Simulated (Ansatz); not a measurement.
in.yaml

```yaml
crystal:
  periodic: [false, false, false]
  atoms:
    - {symbol: Si, position_ang: [0.000000, 0.000000, 3.267745]}
    - {symbol: B, position_ang: [0.000000, 0.000000, -0.465696]}
    - {symbol: H, position_ang: [0.000000, 0.000000, -2.802049]}
basis:
  gaussian: {orbitals: 6-31G}
correlation: {method: sc_nevpt2, electrons: outside_noble_gas, active_space: {window: {electrons: 2, orbitals: 2}}}
```

```sh
$ ansatz run in.yaml --threads 1 --pin off --events-out ev --progress --plain --max-ram 2393MiB
```

The program prints:

```
298 factors; integrals over basis functions are off by at most 1.3e-4 eV
mean field evaluation 1: about -8536.1860 eV, gradient 1.3e1 eV
mean field evaluation 2: about -8536.1865 eV, gradient 1.3e1 eV
mean field evaluation 4: about -8538.0422 eV, gradient 1.2e0 eV
mean field evaluation 8: about -8538.0606 eV, gradient 1.2e-3 eV
mean field evaluation 16: about -8538.0631 eV, gradient 1.3e-1 eV
mean field evaluation 32: about -8535.8365 eV, gradient 1.3e1 eV
mean field evaluation 64: about -8524.3203 eV, gradient 1.4e1 eV
mean field evaluation 96: about -8537.8194 eV, gradient 2.2e-4 eV
mean field -8538.06055048 eV, -313.7679379249 hartree, gradient 7.6e-6 eV, S^2 0.000000; 10 other end points of the search recorded, 0 dependent functions left out; unrestricted orbitals would lower it
reference -8538.06055048 eV, -313.7679379249 hartree; 10, 10 occupied and 14, 14 virtual orbitals, 298 factors
state -8539.57390720 eV, -313.8235527585 hartree
state -8539.57390720 eV, -313.8235527585 hartree; corrected -8540.90651543 eV, -313.8725252075 hartree
state -8538.58668819 eV, -313.7872731290 hartree
state -8538.58668819 eV, -313.7872731290 hartree; corrected -8540.53774654 eV, -313.8589732010 hartree
state -8539.57390720 eV, -313.8235527585 hartree; corrected -8540.90651543 eV, -313.8725252075 hartree
Total energy: -8540.90651543 eV, -313.8725252075 hartree
```

Natural occupations: 1.7254 0.2746.

Ran on 1 thread of Intel Xeon, shared host: 2.4 s wall, 0.15 GiB peak host memory.
